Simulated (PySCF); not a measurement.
C₂H₂ClF, SMILES F/C=C/Cl, point group Cs.

Force field and properties: B3LYP/pcSseg-1 (PySCF, grid level 2). Vibrational terms come from second-order perturbation theory with semi-diagonal cubic constants, by steps of ±0.6 along the normal coordinates of each isotopologue. The parent has the commonest isotopes.

Equilibrium geometry (Å):

```csv
atom,x,y,z
F1,-1.7671,0.4572,-0.1890
C2,-0.6351,-0.2693,-0.1444
C3,0.5412,0.3302,-0.0505
Cl4,2.0282,-0.5778,0.0111
H5,-0.8058,-1.3404,-0.1920
H6,0.6512,1.4081,-0.0065
```

An isotope shift is δ(isotopologue) − δ(parent), that is, the negative of the change in the averaged GIAO shielding; n counts bonds from the nearest label (0: the labelled atom itself). These are computed values; those of heavy atoms are rounded to 5 ppb, about the numerical noise. One-bond deuterium shifts of ¹³C at such levels come out too large, by a quarter to a half.

Task: What isotope shifts arise with ²H at 5?

Result: 
```
nucleus  n  0 K (ppb)  250 K (ppb)
     H5  0        -96          -94
     C2  1       -330         -330
     F1  2       -755         -740
     C3  2       -175         -165
    Cl4  3       -470         -425
     H6  3         -5           -5
```

Task: What isotope shifts arise with ²H at 6?

Result: 
```csv
nucleus,n,0 K (ppb),250 K (ppb)
H6,0,-100,-98
C3,1,-305,-305
C2,2,-70,-65
Cl4,2,-1575,-1510
F1,3,-370,-340
H5,3,-4,-4
```

Task: What isotope shifts arise with ²H at 5, ²H at 6?

Result: 
```json
{"nucleus": "H5", "n": "0", "0 K (ppb)": "-103", "250 K (ppb)": "-101"}
{"nucleus": "H6", "n": "0", "0 K (ppb)": "-108", "250 K (ppb)": "-105"}
{"nucleus": "C2", "n": "1", "0 K (ppb)": "-400", "250 K (ppb)": "-395"}
{"nucleus": "C3", "n": "1", "0 K (ppb)": "-480", "250 K (ppb)": "-470"}
{"nucleus": "F1", "n": "2", "0 K (ppb)": "-1135", "250 K (ppb)": "-1080"}
{"nucleus": "Cl4", "n": "2", "0 K (ppb)": "-2055", "250 K (ppb)": "-1945"}
```
